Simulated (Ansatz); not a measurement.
Two isomers of C6H6: A = `C=C1C=CC1=C`, B = `C1=CC2C=CC12`.

Computed with Ansatz on PBE0-D4/def2-TZVP structures; ΔE is electronic, products minus reactants. CCSD(T)/CBS adds triple-zeta CCSD(T) − MP2 to the extrapolated MP2 energy (def2 sets, frozen cores). DFT in def2-TZVPP. B3LYP here is the variant with VWN-RPA as its local correlation; programs differ in this.

Q: Which is lower in electronic energy at CCSD(T)/CBS, and by how much? (Estimate.)

A: The calculation gave: A, by 14.6 kcal/mol.

Q: Give E(B) − E(A) in kcal/mol with B3LYP, MP2/def2-TZVPP, BLYP-D4, PBE-D4, r2SCAN-D4, LDA (SPW92), CCSD(T)/def2-SVP. (Best estimate.)

A: Ansatz gave: B3LYP 21.6, MP2/def2-TZVPP 11.9, BLYP-D4 23.1, PBE-D4 16.4, r2SCAN-D4 18.3, LDA (SPW92) 11.4, CCSD(T)/def2-SVP 13.7. None reverses the order clearly.

Q: Does the order hold for the free energy at 298.15 K (harmonic terms from PBE0-D4)? (Estimate.)

A: Computed: Yes: G(B) − G(A) = +16.3 kcal/mol.

Largest T1 diagnostic: 0.013.

The D4 term adds −0.8 kcal/mol with B3LYP and −0.3 kcal/mol with PBE0; it sums over pairs of atoms, weighted by their polarisabilities, and B3LYP, whose exchange is more repulsive, gets the larger term. From PBE to PBE0 (25 % exact exchange), in def2-TZVPP and without D4, E(B) − E(A) moves by −2.5 kcal/mol.
